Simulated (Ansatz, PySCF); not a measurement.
This Ansatz (a first-principles code) input computes a CCSD(T)/cc-pVDZ energy:

Ansatz 0.2 input:
```yaml
crystal:
  periodic: [false, false, false]
  atoms:
    - {symbol: C, position_ang: [-0.93142677, -0.09091136, 0.00145351]}
    - {symbol: O, position_ang: [-0.72481975, -1.27177619, -0.01909734]}
    - {symbol: O, position_ang: [0.00102861, 0.86771547, 0.01461126]}
    - {symbol: H, position_ang: [-1.92588670, 0.37448781, 0.01247871]}
    - {symbol: C, position_ang: [1.36673924, 0.41140192, 0.00254944]}
    - {symbol: H, position_ang: [1.97490570, 1.31077974, 0.01574845]}
    - {symbol: H, position_ang: [1.56756136, -0.20280897, 0.87923757]}
    - {symbol: H, position_ang: [1.56187403, -0.17291625, -0.89559380]}
basis:
  gaussian:
    orbitals: cc-pVDZ
magnetization: {spin_polarized: false}
correlation: {method: ccsd_t, electrons: outside_noble_gas}
```

### Question
Write an input for the same energy in PySCF and say what it gives.

### Answer

```python
from pyscf import gto, scf, mp, cc as ccmod

mol = gto.M(
    atom='''
    C    -0.93142677   -0.09091136    0.00145351
    O    -0.72481975   -1.27177619   -0.01909734
    O     0.00102861    0.86771547    0.01461126
    H    -1.92588670    0.37448781    0.01247871
    C     1.36673924    0.41140192    0.00254944
    H     1.97490570    1.31077974    0.01574845
    H     1.56756136   -0.20280897    0.87923757
    H     1.56187403   -0.17291625   -0.89559380
    ''',
    basis='cc-pvdz',
    charge=0,
    spin=0,
    verbose=4,
)

mf = scf.RHF(mol)
mf.conv_tol = 1e-10
mf.max_cycle = 100
mf.kernel()
mp2 = mp.MP2(mf, frozen=4).run()
cc = ccmod.CCSD(mf, frozen=4)
cc.max_cycle = 100
cc.kernel()
et = cc.ccsd_t()
print(f'E(CCSD(T)) = {cc.e_tot + et:.9f}')
```
It gives -228.49069 Eh, and Ansatz -228.49069 Eh, a difference of 0.00 mEh.
